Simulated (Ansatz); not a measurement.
bcc Li, treated with r²SCAN50 (Ansatz, a first-principles code, plane waves, PAW).

Input file:

Ansatz 0.2 input:
```yaml
crystal:
  lattice:
    - [-1.7528770795, 1.7528770795, 1.7528770795]
    - [1.7528770795, -1.7528770795, 1.7528770795]
    - [1.7528770795, 1.7528770795, -1.7528770795]
  atoms:
    - { symbol: Li, position: [0.0, 0.0, 0.0] }
basis:
  ecutwfc: 520
  ecutrho_ratio: 4
  xc_grid: 3
kpoints:
  mp_grid: { grid: [14, 14, 14] }
hamiltonian:
  xc: r2scan50
  dispersion: none
  pseudopotentials: { kind: paw }
scf:
  occupations: { method: fermi_dirac, width: 0.05 }
  convergence: { dr2_threshold: 0.0000000001 }
output:
  forces: false
  stress: true
  eigenvalues: true
```

Output (set-up and result lines):

```
WARN output.stress: scf.exx.energy_threshold = 1e-6 eV is looser than the 1e-8 eV advised for a stress under a hybrid functional (1e-8 eV for each atom of the …
Crystal: 1 atoms, lattice volume = 21.543 Å³
Basis set: ecut = 520 eV, 603 PW (Γ), exchange–correlation on 72×72×72 points (27 copies of the dense FFT grid, shifted against one another)
Bands: 6, of which v1, the nominal top of the filled ones, is band 2 counted from 1 (1 counted from 0)
Symmetry: 48 space group operations
Space group: Im-3m (ITA 229), of the structure as read, at distance tolerance 2.8e-5 Å
k-points: 104 of 2744
Functional: x = r2scan, c = r2scan; τ floored in thin density (d = 2e-4 eV/Å³), warm-up for x = 0.5 r2scan + 0.5 exact, c = r2scan; τ floored in thin density (d = 2e-4 eV/Å³)
SCF iter   1: F=—  HF=-205.134166 eV  |F-HF|=—  |Δ(HF+E_count)|=         —  Δρ=2.21e-3  dr2=3.07e-4  dr2_τ=2.88e-4
SCF iter   2: F=—  HF=-205.134047 eV  |F-HF|=—  |Δ(HF+E_count)|=   1.19e-4  Δρ=1.03e-3  dr2=7.69e-5  dr2_τ=7.04e-6
  ...
SCF 1 converged in 6 iterations: F = -205.134065 eV  dr2 = 3.49e-12
Crystal: 1 atoms, lattice volume = 21.543 Å³
Initial density: handed on by an earlier stage of this run
Functional: x = 0.5 r2scan + 0.5 exact, c = r2scan; τ floored in thin density (d = 2e-4 eV/Å³)
SCF 2 converged in 5 iterations: F = -205.034658 eV  dr2 = 5.84e-11
Crystal: 1 atoms, lattice volume = 21.543 Å³
SCF 3 converged in 4 iterations: F = -205.036569 eV  dr2 = 1.94e-11
Crystal: 1 atoms, lattice volume = 21.543 Å³
SCF 4 converged in 4 iterations: F = -205.037230 eV  dr2 = 5.94e-12
Crystal: 1 atoms, lattice volume = 21.543 Å³
Crystal: 1 atoms, lattice volume = 21.543 Å³
SCF 6 converged in 7 iterations: F = -205.037538 eV  dr2 = 3.22e-11
Crystal: 1 atoms, lattice volume = 21.543 Å³
SCF iter   2: F=—  HF=-205.037537 eV  |F-HF|=—  |Δ(HF+E_count)|=   3.76e-9  Δρ=2.56e-8  dr2=7.09e-10  dr2_τ=2.79e-15
SCF iter   3: F=-205.037537 eV  HF=-205.037537 eV  |F-HF|=5.68e-14  |Δ(HF+E_count)|=   3.14e-9  Δρ=1.58e-8  dr2=2.26e-14  dr2_τ=2.65e-15
SCF 7 converged in 3 iterations: F = -205.037537 eV  dr2 = 2.26e-14
Free energy (F): -205.037537 eV
Internal energy: -205.036646 eV  (E = F + TS)
E sigma→0 (E₀):  -205.037092 eV
Fermi energy:    0.937826 eV
--- Stress (GPa, compression-positive) ---
        0.002416      -0.000000       0.000000
       -0.000000       0.002416       0.000000
       -0.000000       0.000000       0.002416
  P = ⅓ Tr σ = 0.0024 GPa (0.024 kbar)
```

The PAW data were made under PBE.

Note: the run warned that the count of filled bands differs between k points.
